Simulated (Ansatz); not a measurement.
Ansatz (a first-principles code) job for F₄Si, SMILES [Si](F)(F)(F)F (connectivity only; charge and spin as stated), charge +1, multiplicity 2, PBE-D3(BJ)/def2-SVP. 

Ansatz 0.2 input:
```yaml
crystal:
  periodic: [false, false, false]
  atoms:
    - {symbol: F, position_ang: [-1.00583063, -0.00000000, 1.13571816]}
    - {symbol: Si, position_ang: [0.00000000, -0.00000000, -0.20677237]}
    - {symbol: F, position_ang: [0.00000000, -1.34606239, -0.97489521]}
    - {symbol: F, position_ang: [-0.00000000, 1.34606239, -0.97489520]}
    - {symbol: F, position_ang: [1.00583063, 0.00000000, 1.13571816]}
basis:
  gaussian:
    orbitals: def2-SVP
hamiltonian:
  xc: pbe
  dispersion: d3bj
total_charge: 1
magnetization: {spin_polarized: true, initial_magnetization: 1}
relax: {f_tol: 0.002, max_steps: 200}
```

Output:

```
WARN ansatz: RAYON_NUM_THREADS=1 ignored (pool sized by the plan → 1); use --threads N
Functional definition: PBE
integrals: 0.02 GiB planned
788 factors; their error is unknown
mean field: 0.20 GiB planned
mean field evaluation 1: about -18702.0303 eV, gradient 5.8e1 eV
mean field evaluation 2: about -18649.9677 eV, gradient 1.3e2 eV
mean field evaluation 4: about -18711.9640 eV, gradient 4.1e0 eV
mean field evaluation 8: about -18711.9924 eV, gradient 9.2e-2 eV
mean field evaluation 16: about -18711.9924 eV, gradient 1.9e-5 eV
mean field evaluation 32: about -18708.8602 eV, gradient 5.3e0 eV
mean field evaluation 64: about -18711.8593 eV, gradient 4.1e0 eV
mean field evaluation 96: about -18711.8697 eV, gradient 3.1e0 eV
mean field -18711.99244816 eV, -687.6530390260 hartree, gradient 1.6e-5 eV, S^2 0.752009; 13 other end points of the search recorded, 0 dependent functions left out
the calculation of the forces begins
reference -18711.99246981 eV, -687.6530398216 hartree; 25, 24 occupied and 49, 50 virtual orbitals, 788 factors
relax step   1: F+E_penalty+E_count = -18712.05590936 eV  Δ(F+E_penalty+E_count) = +0.000e0 eV  max|allowed force component| = 7.280e-1 eV/Å  Δτ_max = 0.0000 Å  (303 SCF iters, accepted)
these checks for a lower state are left out or cut short: starts, cluster_reference, orbital_swaps, neighbouring_geometries, increment
integrals: 0.02 GiB planned
788 factors; their error is unknown
mean field: 0.20 GiB planned
mean field -18712.02449176 eV, -687.6542166064 hartree, gradient 1.4e-5 eV, S^2 0.752029; 0 other end points of the search recorded, 0 dependent functions left out
the calculation of the forces begins
reference -18712.02451343 eV, -687.6542174027 hartree; 25, 24 occupied and 49, 50 virtual orbitals, 788 factors
relax step   2: F+E_penalty+E_count = -18712.08785789 eV  Δ(F+E_penalty+E_count) = -3.195e-2 eV  max|allowed force component| = 4.149e-1 eV/Å  Δτ_max = 0.0230 Å  (34 SCF iters, accepted)
these checks for a lower state are left out or cut short: starts, cluster_reference, orbital_swaps, neighbouring_geometries, increment
integrals: 0.02 GiB planned
788 factors; their error is unknown
mean field: 0.20 GiB planned
mean field -18712.04802001 eV, -687.6550812536 hartree, gradient 2.8e-6 eV, S^2 0.752030; 0 other end points of the search recorded, 0 dependent functions left out
the calculation of the forces begins
reference -18712.04804172 eV, -687.6550820514 hartree; 25, 24 occupied and 49, 50 virtual orbitals, 788 factors
relax step   3: F+E_penalty+E_count = -18712.11126787 eV  Δ(F+E_penalty+E_count) = -2.341e-2 eV  max|allowed force component| = 3.230e-1 eV/Å  Δτ_max = 0.0386 Å  (42 SCF iters, accepted)
these checks for a lower state are left out or cut short: starts, cluster_reference, orbital_swaps, neighbouring_geometries, increment
integrals: 0.02 GiB planned
788 factors; their error is unknown
mean field: 0.20 GiB planned
mean field evaluation 128: about -18712.0361 eV, gradient 2.5e0 eV
mean field -18712.06735273 eV, -687.6557917182 hartree, gradient 2.2e-6 eV, S^2 0.751926; 1 other end points of the search recorded, 0 dependent functions left out
the calculation of the forces begins
reference -18712.06737468 eV, -687.6557925245 hartree; 25, 24 occupied and 49, 50 virtual orbitals, 788 factors
WARN: the results are in doubt because the forces break the atoms' symmetry
relax step   4: F+E_penalty+E_count = -18712.13070094 eV  Δ(F+E_penalty+E_count) = -1.943e-2 eV  max|allowed force component| = 3.532e-1 eV/Å  Δτ_max = 0.0780 Å  (105 SCF iters, accepted)
these checks for a lower state are left out or cut short: starts, cluster_reference, orbital_swaps, neighbouring_geometries, increment
integrals: 0.02 GiB planned
788 factors; their error is unknown
mean field: 0.20 GiB planned
mean field evaluation 160: about -18712.0697 eV, gradient 5.4e-4 eV
mean field -18712.06972306 eV, -687.6558788261 hartree, gradient 9.2e-7 eV, S^2 0.751919; 0 other end points of the search recorded, 0 dependent functions left out
the calculation of the forces begins
reference -18712.06974500 eV, -687.6558796324 hartree; 25, 24 occupied and 49, 50 virtual orbitals, 788 factors
relax step   5: F+E_penalty+E_count = -18712.13305715 eV  Δ(F+E_penalty+E_count) = -2.356e-3 eV  max|allowed force component| = 3.844e-1 eV/Å  Δτ_max = 0.0058 Å  (56 SCF iters, accepted)
these checks for a lower state are left out or cut short: starts, cluster_reference, orbital_swaps, neighbouring_geometries, increment
integrals: 0.02 GiB planned
788 factors; their error is unknown
mean field: 0.20 GiB planned
mean field -18712.09046177 eV, -687.6566409597 hartree, gradient 1.2e-5 eV, S^2 0.751857; 0 other end points of the search recorded, 0 dependent functions left out
the calculation of the forces begins
reference -18712.09048330 eV, -687.6566417508 hartree; 25, 24 occupied and 49, 50 virtual orbitals, 788 factors
relax step   6: F+E_penalty+E_count = -18712.15334165 eV  Δ(F+E_penalty+E_count) = -2.028e-2 eV  max|allowed force component| = 6.715e-1 eV/Å  Δτ_max = 0.1463 Å  (55 SCF iters, accepted)
these checks for a lower state are left out or cut short: starts, cluster_reference, orbital_swaps, neighbouring_geometries, increment
integrals: 0.02 GiB planned
788 factors; their error is unknown
mean field: 0.20 GiB planned
mean field evaluation 192: about -18712.1413 eV, gradient 4.3e-6 eV
mean field -18712.14125012 eV, -687.6585073971 hartree, gradient 4.3e-6 eV, S^2 0.751843; 0 other end points of the search recorded, 0 dependent functions left out
the calculation of the forces begins
reference -18712.14127152 eV, -687.6585081835 hartree; 25, 24 occupied and 49, 50 virtual orbitals, 788 factors
relax step   7: F+E_penalty+E_count = -18712.20457554 eV  Δ(F+E_penalty+E_count) = -5.123e-2 eV  max|allowed force component| = 7.857e-2 eV/Å  Δτ_max = 0.1042 Å  (60 SCF iters, accepted)
these checks for a lower state are left out or cut short: starts, cluster_reference, orbital_swaps, neighbouring_geometries, increment
integrals: 0.02 GiB planned
788 factors; their error is unknown
mean field: 0.20 GiB planned
mean field -18712.14646795 eV, -687.6586991487 hartree, gradient 5.1e-6 eV, S^2 0.751833; 0 other end points of the search recorded, 0 dependent functions left out
the calculation of the forces begins
reference -18712.14648935 eV, -687.6586999353 hartree; 25, 24 occupied and 49, 50 virtual orbitals, 788 factors
relax step   8: F+E_penalty+E_count = -18712.20972264 eV  Δ(F+E_penalty+E_count) = -5.147e-3 eV  max|allowed force component| = 1.304e-1 eV/Å  Δτ_max = 0.0226 Å  (48 SCF iters, accepted)
these checks for a lower state are left out or cut short: starts, cluster_reference, orbital_swaps, neighbouring_geometries, increment
integrals: 0.02 GiB planned
788 factors; their error is unknown
mean field: 0.20 GiB planned
mean field -18712.14822686 eV, -687.6587637875 hartree, gradient 4.3e-6 eV, S^2 0.751818; 0 other end points of the search recorded, 0 dependent functions left out
the calculation of the forces begins
reference -18712.14824830 eV, -687.6587645755 hartree; 25, 24 occupied and 49, 50 virtual orbitals, 788 factors
relax step   9: F+E_penalty+E_count = -18712.21150395 eV  Δ(F+E_penalty+E_count) = -1.781e-3 eV  max|allowed force component| = 7.639e-2 eV/Å  Δτ_max = 0.0213 Å  (44 SCF iters, accepted)
these checks for a lower state are left out or cut short: starts, cluster_reference, orbital_swaps, neighbouring_geometries, increment
integrals: 0.02 GiB planned
788 factors; their error is unknown
mean field: 0.20 GiB planned
mean field evaluation 224: about -18712.1486 eV, gradient 6.8e-5 eV
mean field -18712.14860812 eV, -687.6587777986 hartree, gradient 4.9e-6 eV, S^2 0.751813; 0 other end points of the search recorded, 0 dependent functions left out
the calculation of the forces begins
reference -18712.14862957 eV, -687.6587785867 hartree; 25, 24 occupied and 49, 50 virtual orbitals, 788 factors
relax step  10: F+E_penalty+E_count = -18712.21189908 eV  Δ(F+E_penalty+E_count) = -3.951e-4 eV  max|allowed force component| = 1.823e-2 eV/Å  Δτ_max = 0.0057 Å  (49 SCF iters, accepted)
these checks for a lower state are left out or cut short: starts, cluster_reference, orbital_swaps, neighbouring_geometries, increment
integrals: 0.02 GiB planned
788 factors; their error is unknown
mean field: 0.20 GiB planned
mean field -18712.14858485 eV, -687.6587769435 hartree, gradient 4.0e-6 eV, S^2 0.751812; 0 other end points of the search recorded, 0 dependent functions left out
the calculation of the forces begins
reference -18712.14860631 eV, -687.6587777322 hartree; 25, 24 occupied and 49, 50 virtual orbitals, 788 factors
relax step  11: F+E_penalty+E_count = -18712.21188198 eV  Δ(F+E_penalty+E_count) = +1.710e-5 eV  max|allowed force component| = 5.584e-3 eV/Å  Δτ_max = 0.0063 Å  (48 SCF iters, rejected (line search))
these checks for a lower state are left out or cut short: starts, cluster_reference, orbital_swaps, neighbouring_geometries, increment
integrals: 0.02 GiB planned
788 factors; their error is unknown
mean field: 0.20 GiB planned
mean field evaluation 256: about -18712.1486 eV, gradient 3.8e-4 eV
mean field -18712.14863673 eV, -687.6587788498 hartree, gradient 1.5e-6 eV, S^2 0.751812; 0 other end points of the search recorded, 0 dependent functions left out
the calculation of the forces begins
reference -18712.14865818 eV, -687.6587796382 hartree; 25, 24 occupied and 49, 50 virtual orbitals, 788 factors
relax step  12: F+E_penalty+E_count = -18712.21193454 eV  Δ(F+E_penalty+E_count) = -3.546e-5 eV  max|allowed force component| = 4.490e-4 eV/Å  Δτ_max = 0.0025 Å  (37 SCF iters, accepted)
integrals: 0.02 GiB planned
788 factors; their error is unknown
mean field: 0.20 GiB planned
mean field evaluation 288: about -18712.0949 eV, gradient 3.9e-2 eV
mean field evaluation 320: about -18712.0859 eV, gradient 3.8e0 eV
mean field -18712.14863673 eV, -687.6587788498 hartree, gradient 1.5e-6 eV, S^2 0.751812; 9 other end points of the search recorded, 0 dependent functions left out
the calculation of the forces begins
reference -18712.14865818 eV, -687.6587796382 hartree; 25, 24 occupied and 49, 50 virtual orbitals, 788 factors
Total energy: -18712.21195599 eV, -687.6611057899 hartree
Atom 0 at    -1.300859     0.062987     0.982985 Å, force    -0.000449    -0.000040     0.000089 eV/Å
Atom 1 at     0.000000     0.000000     0.022838 Å, force     0.000000     0.000000     0.000060 eV/Å
Atom 2 at     0.049740    -1.301645    -0.936967 Å, force    -0.000078     0.000426    -0.000119 eV/Å
Atom 3 at    -0.049740     1.301645    -0.936967 Å, force     0.000078    -0.000426    -0.000119 eV/Å
Atom 4 at     1.300859    -0.062987     0.982985 Å, force     0.000449     0.000040     0.000089 eV/Å
Dipole moment:     0.000000    -0.000000    -0.000068 e Å
```

The calculation finished and met its thresholds.
